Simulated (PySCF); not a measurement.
Species: 1,3,5-triazine, C3H3N3.
Z-matrix (Å and degrees, PBE0-D3(BJ)/def2-TZVP geometry), rows numbered from 1:
```
C 
N   1  1.3267
C   2  1.3267  1  114.19
N   3  1.3266  2  125.82  1    -0.00
C   4  1.3267  3  114.17  2     0.03
N   5  1.3266  4  125.84  3    -0.05
H   1  1.0869  2  117.10  3   179.99
H   3  1.0869  2  117.09  1  -179.94
H   5  1.0870  4  117.07  3   180.00
```

Computed with PySCF at wB97X-D/pcSseg-2, non-relativistic, on one gas-phase PBE0-D3(BJ)/def2-TZVP geometry that isn't relaxed in the solvent. The solvent is an IEF-PCM continuum (van der Waals radii × 1.2). Specific hydrogen bonds and non-electrostatic terms are outside this model.

Gas phase at wB97X-D/pcSseg-2: HOMO -10.05 eV, LUMO 0.15 eV, dipole 0.00 D.

Problem. What does the continuum do to the energy, the frontier levels and the dipole at wB97X-D/pcSseg-2 in chloroform?

Solution. 
```
   solvent      ε  E(solvent) − E(gas) (kJ/mol)  polarisation term (kJ/mol)  distortion of the solute (kJ/mol)  HOMO (eV)  LUMO (eV)  dipole (D)
chloroform  4.711                        -17.94                      -19.26                               1.32     -10.07       0.24        0.00
```

The first energy column is the sum of the next two and covers electrostatics alone. Charge and dipole vanish, so a point-dipole model would give no lowering at all.

wB97X-D is run here without its empirical dispersion term; that term would change no orbital, density or response property at a fixed geometry.
